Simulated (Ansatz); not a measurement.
How far each method lies from RCCSDT(Q) for H3Si–GeH3, singlet

Geometry: a PBE0/def2-TZVP stationary point for this spin, not checked as a minimum.

| atom | x (Å) | y (Å) | z (Å) |
| --- | --- | --- | --- |
| Si | -1.6869 | -0.0057 | 0.0011 |
| Ge | 0.6924 | 0.0023 | -0.0004 |
| H | -2.2037 | 1.3885 | 0.0032 |
| H | -2.1959 | -0.7069 | 1.2093 |
| H | -2.1974 | -0.7038 | -1.2084 |
| H | 1.2392 | -1.4352 | -0.0026 |
| H | 1.2327 | 0.7222 | 1.2467 |
| H | 1.2311 | 0.7254 | -1.2464 |

Basis cc-pVDZ; Ansatz 0.2.0. Correlated methods freeze the noble-gas cores and the filled d shells of p-block atoms, which leaves 14 electrons in 56 orbitals. R marks a restricted (for open shells ROHF) determinant. Active spaces: frontier = (8e, 8o) about the gap. No spin–orbit coupling is included, and no scalar relativity.

Full CI isn't at hand for all of this; RCCSDT(Q) serves as the reference, and is uncertain by about the last step of the cluster series.

The UHF ⟨S²⟩ is 0.000, the T1 diagnostic (RCCSD) is 0.0114 and the largest doubles amplitude (RCCSD) is 0.038.

```tsv
level	E − E(RCCSDT(Q)) (kcal/mol)	share of correlation (%)	wall time
RHF	167.83	0.00	–
RMP2	36.17	78.45	–
CISD	20.31	87.90	2.9 s
RCCSD	4.49	97.32	–
RCCSD(T)	0.85	99.50	1.7 s
BCCD(T)	0.83	99.51	2 s
RCCSDT	0.13	99.92	–
```

The correlation energy at RCCSDT(Q), counted from RHF, is -7.278 eV. That run took 41 s on 1 thread of Arm Neoverse V2, shared host.

Run but not shown, since their state or frozen core can't be matched to the reference's or they repeat it: CASSCF (frontier space), NEVPT2 (frontier space).

Times hold each run's SCF and search for its determinant on a shared host, so for small cases they say little of a method's own cost; they ran on 1 thread of Arm Neoverse V2.

Atomization energy (electronic, same basis, no zero-point term; atoms at the same level, unrestricted beside the R rows where the molecule is a closed shell, but restricted open-shell past Ca, as are all atoms' steps beyond CCSDT(Q)) at RCCSDT(Q): 1974.4 kJ/mol. Errors of other levels:

```tsv
level	error (kJ/mol)
RHF	-371.8
RMP2	-52.2
CISD	-76.1
RCCSD	-12.2
RCCSD(T)	-1.6
BCCD(T)	-1.5
RCCSDT	-0.4
```

This basis is far from its limit, so the value isn't to be set against a measured one. Truncated CI isn't size-consistent, which counts against it in atomization.
